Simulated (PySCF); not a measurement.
Isomers C6H10:

A. `C/C(C=C)=C\C`
B. `C1C(C)=C[C@H]1C`
C. 2-methyl-1,4-pentadiene

Spectrum 1. 1H NMR (400 MHz, computed): δ 5.95 (m, 1H), 5.42 (m, 1H), 5.32 (m, 1H), 5.11 (m, 1H), 5.09 (m, 1H), 2.85 (d, 2H), 1.82 (s, 3H). 13C{1H} NMR (computed): δ 153.1 (C), 148.6 (CH), 122.9 (CH2), 117.5 (CH2), 50.0 (CH2), 24.0 (CH3).

Spectrum 2. 1H NMR (400 MHz, computed): δ 6.14 (d, 1H), 2.65 (m, 1H), 2.56 (m, 1H), 1.86 (s, 3H), 1.79 (m, 1H), 1.12 (d, 3H). 13C{1H} NMR (computed): δ 153.4 (C), 142.8 (CH), 41.0 (CH2), 36.5 (CH), 22.4 (CH3), 20.0 (CH3).

Spectrum 3. 1H NMR (400 MHz, computed): δ 6.56 (dd, J = 18.3, 12.3 Hz, 1H), 5.79 (qq, J = 8.1, 1.9 Hz, 1H), 5.24 (dq, J = 18.3, 1.1 Hz, 1H), 5.22 (dq, J = 12.3, 1.1 Hz, 1H), 1.97 (d of sext, J = 8.1, 1.2 Hz, 3H), 1.86 (quint, J = 1.5 Hz, 3H). 13C{1H} NMR (computed): δ 150.1 (CH), 140.9 (C), 137.2 (CH), 116.0 (CH2), 17.6 (CH3), 13.1 (CH3).

PySCF 2.14 calculation with PBE0/pcSseg-1 with gauge-including orbitals, GFN2-xTB structure and spin–spin couplings from B3LYP/pcJ-1 (spin–dipole term left out of most H,H and C,H couplings); fast rotation and ring inversion assumed for equivalent nuclei, no relativistic terms, no solvent model, single conformer.

δ = σ(ref) − σ, references computed at the same level: 1H and 13C vs TMS. Multiplet labels drop J under 1 Hz and among equivalent protons, and merge close values. Unscaled 3J(H,H) run several per cent high. Where no couplings were computed, multiplicities follow the n + 1 count of equivalent neighbours, and m marks all less simple cases (inequivalent or close neighbours, rings, F or P nearby). Shifts are as computed. Against solution values, carbons near 30 ppm lie about +3 ppm off and those near 130 ppm about +5 ppm. Of 1211 compounds with measured shifts, 218 miss one by over three times the rms of a fit or turn the order of signals round; such compounds aren't used in these exercises.

Problem. Match each spectrum to its structure.

Solution. 1–C, 2–B, 3–A.

- Spectrum 1 (C): 6 13C signals; δC 153.1 is a fully substituted alkene carbon; δC 148.6 is an alkene CH.
- Spectrum 2 (B): 6 13C signals; δC 153.4 is a fully substituted alkene carbon; δC 142.8 is an alkene CH.
- Spectrum 3 (A): 6 13C signals; δC 150.1 is an alkene CH; δC 140.9 is a fully substituted alkene carbon.
